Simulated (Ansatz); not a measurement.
The cluster BO2H, relaxed as a singlet with RKS PBE0-D4/def2-TZVP in Ansatz, starting from the GFN1-xTB geometry. Force threshold 0.02 eV/Å.

The structure holds 1 bond(s) between oxygen atoms. Another isomer (singlet) lies 6.63 eV lower at PBE0-D4/def2-TZVP; other spin states weren't run for this one.

Start:

```xyz
4

B    -0.6190    0.0352   -0.1491
O     0.5405   -0.0292    0.1368
O     1.7969   -0.1081    0.4461
H    -1.7184    0.1021   -0.4338
```

Q: Estimate the energy that the relaxation releases and the steps that it takes.

A: 0.7 kcal/mol, in 5 steps; 2.6 s on 4 threads of Arm Neoverse V2 on a shared host. No frequencies were taken in this run, so the end may be a saddle point.

Q: Does the start keep its bonding and symmetry?

A: By distances, no bond broke or formed. The bond that changes most is O2–O3, from 1.30 to 1.33 Å (atoms count from 1). Point group C∞v at the start, C∞v at the end, both within 0.05 Å.

Q: Predict the relaxed structure.

A: 
```xyz
4

B    -0.6210    0.0369   -0.1552
O     0.5434   -0.0322    0.1358
O     1.8300   -0.1088    0.4573
H    -1.7525    0.1041   -0.4379
```
Bond lengths: 1 × B–O 1.20 Å; 1 × O–O 1.33 Å; 1 × B–H 1.17 Å.
